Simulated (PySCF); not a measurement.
# Which method gave which barrier?

Saddle point of SiNH$_{7}$O, singlet (SiNH₅ ([NH2][SiH3]) + H₂O → SiNH₅O ([NH2][SiH2][OH]) + H₂; bonds formed: Si1–O7, H2–H6; bonds broken: Si1–H2, H6–O7), PBE0-D4/def2-TZVP structure:

| atom | x (Å) | y (Å) | z (Å) |
| --- | --- | --- | --- |
| Si1 | -0.5381 | -0.1012 | -0.1756 |
| H2 | 0.7765 | -1.2084 | -0.5083 |
| H3 | -1.4730 | -1.0505 | -0.8332 |
| H4 | -1.3562 | 1.1628 | -0.1009 |
| N5 | -0.0474 | -0.1497 | 1.4592 |
| H6 | 1.0770 | -0.2798 | -1.1653 |
| O7 | 0.5743 | 0.6595 | -1.4788 |
| H8 | -0.5338 | 0.3906 | 2.1559 |
| H9 | 0.5090 | -0.8950 | 1.8414 |
| H10 | 1.0116 | 1.4717 | -1.1947 |

Program: PySCF 2.14 with density fitting (its default auxiliary sets; JK sets also for MP2 and CCSD(T)). Basis: def2-TZVPP, with def2-QZVPP for the basis limit. Cores are frozen in the correlated methods. Extrapolation: Hartree–Fock as exp(−7.88 √X), correlation as X^−2.97. Four methods, as single points on the PBE0-D4 structures, gave these electronic barriers from the start structure: 1.141, 1.222, 1.573, 2.064 eV.

Q: The methods were, in alphabetical order, BHLYP-D4, HF, PBE-D4, r2SCAN-D4. Which gave which? (A judgement: the text doesn't fix the answer.)

A: Computed: PBE-D4 1.141; r2SCAN-D4 1.222; BHLYP-D4 1.573; HF 2.064 eV. For comparison, CCSD(T) at an estimated basis limit (MP2 extrapolated from triple and quadruple zeta, plus CCSD(T) − MP2 in triple zeta) gives 1.463 eV.

The T1 diagnostic stays at or below 0.012.

Labels in which every atom is bracketed show which atoms are joined, not bond orders.

For scale, one of the runs: CCSD(T)/def2-TZVPP, 202 basis functions, launched by `OMP_NUM_THREADS=4 python run.py`. Time: 5.9 min of wall clock on 4 CPU threads of an Arm Neoverse V2; the host was shared. Peak host memory: 2.5 GiB.
